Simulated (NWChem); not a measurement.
# formamide (CH₃NO); SMILES NC=O

```xyz
6

N     -0.1774     1.0773     0.0000
C      0.3851    -0.1549     0.0000
O     -0.2212    -1.1978     0.0000
H     -1.1870     1.1589     0.0000
H      0.3853     1.9157     0.0000
H      1.5029    -0.1038     0.0000
```
Atoms are numbered in this order, from 1.

Results from NWChem. Pople sets run with spherical d functions. All runs use the structure optimised with PBE0/def2-SVP. Ions are spin-unrestricted doublets at the neutral geometry; other ion states weren't tried.

For level PBE/STO-3G:

vertical ionisation energy, ΔSCF (eV): 7.57
−ε(HOMO) (eV): 1.97

What are these values for level PBE/6-31G*?

The vertical ionisation energy, ΔSCF (eV) is 9.96. The −ε(HOMO) (eV) comes out as 5.48.
